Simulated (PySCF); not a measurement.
NMR data simulated for an unnamed compound:

¹H NMR (300 MHz, computed): δ 3.10 (s, 2H), 2.45 (s, 3H).

¹³C{¹H} NMR (computed): δ 195.5 (C), 112.0 (C), 32.0 (CH2), 30.2 (CH3).

Non-relativistic, no solvent, a single conformation, rapidly exchanging positions averaged. GIAO KT2/pcSseg-2 shieldings; geometry from PBE0-D3(BJ)/def2-SVP; J: B3LYP/pcJ-1 (spin–dipole term only in couplings to heteroatoms); PySCF 2.14.0 with density-fitted response routines.

Referencing at the same level of theory: ¹H (31.18 ppm) and ¹³C (182.28 ppm) vs TMS.

Which of these does the molecule contain: a Si–CH3 group, a nitrile, a ketone, a heteroaromatic ring, an amide?

Results:


- A Si–CH3 group: no.
- A nitrile: yes (δC 112.0).
- A ketone: yes (δC 195.5).
- A heteroaromatic ring: no.
- An amide: no.

The data belong to SMILES CC(=O)CC#N, C₄H₅NO; they needn't prove each group on their own.

Carbon signals by region: 1 in the far downfield region (above 160 ppm), 1 in the sp2 and nitrile region (100–160 ppm), 2 below 50 ppm. Above 160 ppm: 195.5, ketone carbonyl carbon.

Shifts are as computed. Against solution values, carbons near 30 ppm lie about +3 ppm off and those near 130 ppm about -1 ppm. Of 1211 compounds with measured shifts, 218 miss one by over three times the rms of a fit or turn the order of signals round; such compounds aren't used in these exercises.
